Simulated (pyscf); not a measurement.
## Insertion: F–SiH₃ + CH₂ [singlet] → F–CH₂–SiH₃

Gas phase, singlet surface, charge 0. Bonds broken: F1–Si4. Bonds formed: F1–C2, C2–Si4. Structures and frequencies: ωB97X-D3(BJ)/def2-SVP in PySCF. Correlated levels are frozen-core, on RHF or UHF. ΔMP2 is the change of the MP2 total energy from the triple- to the quadruple-zeta basis.

Transition state (Å):

```xyz
8

F      0.4859    -0.8759    -0.3703
C      1.5410    -0.9415     0.8960
H      1.4720     0.1250     1.1900
Si    -0.6661    -0.1797     0.7916
H      0.9720    -1.6646     1.5042
H     -0.4802     1.2675     0.5396
H     -0.9461    -0.4176     2.2374
H     -1.8451    -0.7316     0.0669
```

One imaginary mode, 447i cm⁻¹; descent along it reached the two sides named.

```json
[
 {"bond": "F1–Si4", "change": "breaks", "reactant side (Å)": "1.649", "saddle": "1.778", "product side": "2.7"},
 {"bond": "F1–C2", "change": "forms", "reactant side (Å)": "2.146", "saddle": "1.650", "product side": "1.390"},
 {"bond": "C2–Si4", "change": "forms", "reactant side (Å)": "3.3", "saddle": "2.337", "product side": "1.901"}
]
```

Electronic energies relative to the separated reactants (kcal/mol):

```json
[
 {"level": "ωB97X-D3(BJ)/def2-TZVP", "barrier": "11.1", "reaction energy": "-69.7", "reverse barrier": "80.7"},
 {"level": "PBE/def2-TZVP", "barrier": "0.6", "reaction energy": "-76.2", "reverse barrier": "76.8"},
 {"level": "r²SCAN/def2-TZVP", "barrier": "4.2", "reaction energy": "-73.6", "reverse barrier": "77.8"},
 {"level": "B3LYP-D3(BJ)/def2-TZVP", "barrier": "11.5", "reaction energy": "-67.6", "reverse barrier": "79.1"},
 {"level": "PBE0-D3(BJ)/def2-TZVP", "barrier": "5.4", "reaction energy": "-75.6", "reverse barrier": "81.0"},
 {"level": "M06-2X/def2-TZVP", "barrier": "11.9", "reaction energy": "-67.4", "reverse barrier": "79.3"},
 {"level": "ωB97M-D3(BJ)/def2-TZVP", "barrier": "11.3", "reaction energy": "-66.3", "reverse barrier": "77.6"},
 {"level": "HF/def2-TZVP", "barrier": "37.8", "reaction energy": "-48.7", "reverse barrier": "86.5"},
 {"level": "MP2/def2-QZVPP", "barrier": "12.4", "reaction energy": "-68.4", "reverse barrier": "80.9"},
 {"level": "CCSD/def2-TZVPP", "barrier": "19.7", "reaction energy": "-61.3", "reverse barrier": "81.1"},
 {"level": "CCSD(T)/def2-TZVPP", "barrier": "15.9", "reaction energy": "-63.3", "reverse barrier": "79.2"},
 {"level": "CCSD(T)/def2-TZVPP + ΔMP2(QZVPP)", "barrier": "15.6", "reaction energy": "-63.2", "reverse barrier": "78.9"}
]
```

With CCSD(T)/def2-TZVPP + ΔMP2(QZVPP) energies and thermal terms (ideal gas, 1 atm, RRHO with modes under 100 cm⁻¹ raised to 100, one conformer, R ln 2 for chiral ones without a mode under 150 cm⁻¹), in kcal/mol:

```csv
T (K),ΔH‡,ΔG‡,ΔH,ΔG
298,18.4,28.4,-58.2,-48.1
600,18.2,38.6,-58.3,-37.8
900,18.4,48.8,-57.8,-27.6
1200,18.8,58.8,-57.0,-17.6
```

CH₂ [singlet] is an excited spin state, 8.9 kcal/mol over the triplet at ωB97X-D3(BJ). This is the saddle that the search found; another between the same sides may lie lower. A restricted singlet here is unstable towards spin polarisation, as is usual where a triplet lies low; its energy is less safe. The CCSD(T) − MP2 part came from Ansatz, without density fitting, on the same reference.
